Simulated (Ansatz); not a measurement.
**CH2AlN (SMILES N#[C][AlH2]) at BHLYP/aug-cc-pVDZ**

Aim: the vertical ionisation energy of CH2AlN at BHLYP/aug-cc-pVDZ, from 2 runs. 

The calculation is run with Ansatz 0.2.0.

69 further runs of the same task are left out: 69 set aside as unsound or not needed.

### Step 1. Starting point

CH2AlN has 5 atoms, charge 0, and is taken as a singlet. SMILES: `N#[C][AlH2]`. Geometry: relaxed at PBE0-D4/def2-TZVP.

Bond lengths: N1–C2 1.154 Å, C2–Al3 1.938 Å, Al3–H4 1.573 Å, Al3–H5 1.572 Å. Angles: N1–C2–Al3 180.0°, C2–Al3–H4 117.0°, C2–Al3–H5 117.0°, H4–Al3–H5 126.1°.

### Step 2. The energy at BHLYP/aug-cc-pVDZ

File in.yaml:

```yaml
crystal:
  periodic: [false, false, false]
  atoms:
    - {symbol: N, position_ang: [1.382300, -1.346000, 1.394200]}
    - {symbol: C, position_ang: [0.714200, -0.698000, 0.711800]}
    - {symbol: Al, position_ang: [-0.407200, 0.390000, -0.434600]}
    - {symbol: H, position_ang: [-1.629700, -0.322900, -1.120200]}
    - {symbol: H, position_ang: [-0.009700, 1.903200, -0.592600]}
basis:
  gaussian:
    orbitals: aug-cc-pVDZ
hamiltonian:
  xc: {name: BHLYP}
accuracy: high
output:
  orbitals: {seedname: orbitals}
```

Launch:

```console
ansatz run in.yaml --threads 1 --pin off --max-ram 3480MiB --events-out events.jsonl --progress --plain --runs-dir runs
```

The program printed:

```text
Warning: RAYON_NUM_THREADS=1 ignored (pool sized by the plan → 1); use --threads N
Functional definition: BHLYP
  name "BHLYP"
  parameter a = 0.5
  exchange = (1 - a)*b88_x + a*exact_x
  correlation = lyp_c
1733 factors; integrals over basis functions are off by at most 3.3e-9 eV
mean field evaluation 1: about -9151.4148 eV, gradient 3.5e1 eV
mean field evaluation 2: about -9150.0761 eV, gradient 4.3e1 eV
mean field evaluation 4: about -9154.5000 eV, gradient 1.8e0 eV
mean field evaluation 8: about -9154.5069 eV, gradient 2.9e-2 eV
mean field evaluation 16: about -9154.5069 eV, gradient 9.5e-7 eV
mean field -9154.50693896 eV, -336.4219248590 hartree, gradient 6.8e-8 eV, S^2 0.000000; 0 other end points of the search recorded, 0 dependent functions left out
reference -9154.50697691 eV, -336.4219262539 hartree; 14, 14 occupied and 77, 77 virtual orbitals, 1733 factors
Total energy: -9154.50697691 eV, -336.4219262539 hartree
```

Run time: 5.7 s. Hardware: 1 thread of Arm Neoverse V2, shared host; peak memory 0.24 GiB.

### Step 3. The doublet cation

File job.yaml:

```yaml
crystal:
  periodic: [false, false, false]
  atoms:
    - {symbol: N, position_ang: [1.382300, -1.346000, 1.394200]}
    - {symbol: C, position_ang: [0.714200, -0.698000, 0.711800]}
    - {symbol: Al, position_ang: [-0.407200, 0.390000, -0.434600]}
    - {symbol: H, position_ang: [-1.629700, -0.322900, -1.120200]}
    - {symbol: H, position_ang: [-0.009700, 1.903200, -0.592600]}
basis:
  gaussian:
    orbitals: aug-cc-pVDZ
total_charge: 1
magnetization:
  spin_polarized: true
  initial_magnetization: 1
hamiltonian:
  xc: {name: BHLYP}
accuracy: high
output:
  orbitals: {seedname: orbitals}
```

Launch:

```console
ansatz run job.yaml --threads 1 --pin off --max-ram 3480MiB --events-out events.jsonl --progress --plain --runs-dir runs
```

The program printed:

```text
Warning: RAYON_NUM_THREADS=1 ignored (pool sized by the plan → 1); use --threads N
Functional definition: BHLYP
  name "BHLYP"
  parameter a = 0.5
  exchange = (1 - a)*b88_x + a*exact_x
  correlation = lyp_c
1732 factors; integrals over basis functions are off by at most 3.3e-9 eV
mean field evaluation 1: about -9131.9476 eV, gradient 4.3e1 eV
mean field evaluation 2: about -9052.5463 eV, gradient 9.8e1 eV
mean field evaluation 4: about -9141.9401 eV, gradient 9.7e0 eV
mean field evaluation 8: about -9142.7326 eV, gradient 8.7e-1 eV
mean field evaluation 16: about -9142.7821 eV, gradient 6.3e-3 eV
mean field evaluation 32: about -9142.7821 eV, gradient 4.5e-7 eV
mean field -9142.78214446 eV, -335.9910466087 hartree, gradient 5.4e-8 eV, S^2 0.792735; 6 other end points of the search recorded, 0 dependent functions left out
reference -9142.78218497 eV, -335.9910480973 hartree; 14, 13 occupied and 77, 78 virtual orbitals, 1732 factors
Total energy: -9142.78218497 eV, -335.9910480973 hartree
```

It took 13 s on 1 thread of Arm Neoverse V2, shared host; peak memory 0.34 GiB.

### Step 4. Summary of results

Level: BHLYP/aug-cc-pVDZ.

```
                                          quantity          value
                      singlet CH2AlN: total energy  -336.42193 Eh
                       singlet CH2AlN: HOMO energy      -10.45 eV
                       singlet CH2AlN: LUMO energy       -1.84 eV
                     singlet CH2AlN: HOMO–LUMO gap        8.61 eV
                      doublet cation: total energy  -335.99105 Eh
doublet cation: HOMO energy (highest over α and β)      -16.25 eV
 doublet cation: LUMO energy (lowest over α and β)      -13.00 eV
                              doublet cation: ⟨S²⟩          0.793
vertical ionisation energy (to the doublet cation)      11.725 eV
```

**Reading.** Removing an electron at fixed nuclei costs 11.72 eV (270 kcal/mol). The negative HOMO energy of the first species, 10.45 eV, lies 1.27 eV below that difference.
